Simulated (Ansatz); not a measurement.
Compare A (`CC=C=CC`) with its isomer B (`C1=CCCC1`).

Isolated molecules relaxed with PBE0-D4/def2-TZVP in Ansatz; ΔE leaves out vibrations. CBS: MP2 limit from def2 TZ/QZ plus the TZ coupled-cluster correction, frozen cores. DFT in def2-TZVPP. B3LYP here is the variant with VWN-RPA as its local correlation; programs differ in this.

**Question.** Which is lower in electronic energy at CCSD(T)/CBS, and by how much? (Best estimate.)

**Answer.** The calculation gave: B, by 107.2 kJ/mol.

**Question.** Give E(B) − E(A) in kJ/mol with ωB97M-V, B3LYP, B2PLYP, CCSD/def2-TZVPP, MP2/def2-TZVPP, PBE0-D4, r2SCAN-D4. (An estimate is asked.)

**Answer.** The calculation gave: ωB97M-V -105.0, B3LYP -78.1, B2PLYP -92.0, CCSD/def2-TZVPP -108.4, MP2/def2-TZVPP -116.1, PBE0-D4 -110.3, r2SCAN-D4 -96.2. None reverses the order clearly.

**Question.** Does the order hold for the free energy at 298.15 K (harmonic terms from PBE0-D4)? (Estimate.)

**Answer.** The calculation gave: Yes: G(B) − G(A) = -91.6 kJ/mol.

Largest T1 diagnostic: 0.011.

Leaving LDA and LC-ωPBE aside and taking each functional with its dispersion term where it has one, the values, not all of them listed here, spread over 50.1 kJ/mol, from PBE-QIDH to BLYP-D4. LDA lies −27.3 kJ/mol from PBE without D4. From PBE to PBE0 (25 % exact exchange), in def2-TZVPP and without D4, E(B) − E(A) moves by −16.9 kJ/mol.
